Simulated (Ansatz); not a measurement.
Frontier orbitals of `N=C=S`.

The species carries charge 0 and has multiplicity 1. Geometry: relaxed with PBE0-D4/def2-TZVP. It is one conformer, not always the lowest. Basis def2-TZVPP, Ansatz 0.2.0.

A caution on the coupled-cluster cation, which keeps the state that its UHF reference found: spin contamination of the cation.

Orbital energies of one run (eV). Highest occupied ones, from the top: -6.57, -6.93, -10.21, -10.22, -11.23, -15.34, -19.68, -23.82, -154.96, -155.01, -155.16, -208.08, -269.13, -378.12. Empty: -2.15, -1.21, 0.18, 1.45, 2.32, 4.02.

Task: Which functional gave them?
A. ωB97M-V
B. LC-ωPBE
C. LDA (SPW92)
D. HSE06 (plane-wave form)

Result: C. HOMO energies: LDA (SPW92) -6.57, ωB97M-V -9.62, HSE06 -7.17, LC-ωPBE -10.14 eV.

LC-ωPBE has ω = 0.4 bohr⁻¹.
